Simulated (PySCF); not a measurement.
Cartesian coordinates (Å):
SMILES: [CH2]O
```xyz
5

C     -0.4378    -0.0552    -0.1181
O      0.8501    -0.4332     0.1265
H     -0.6913     0.9967    -0.0928
H     -1.1656    -0.8165     0.1144
H      1.4446     0.3082    -0.0299
```
Charge 0, spin multiplicity 2.

Question: What total energy, dipole moment and highest occupied spin orbital does M06-2X/def2-TZVP // B3LYP-D3(BJ)/def2-TZVP (PySCF 2.14.0) give?

Answer: 
```json
{
  "total_energy": "-115.0540 Ha",
  "dipole_moment": "1.56 D",
  "highest_occupied_spin_orbital": "-6.44 eV"
}
```
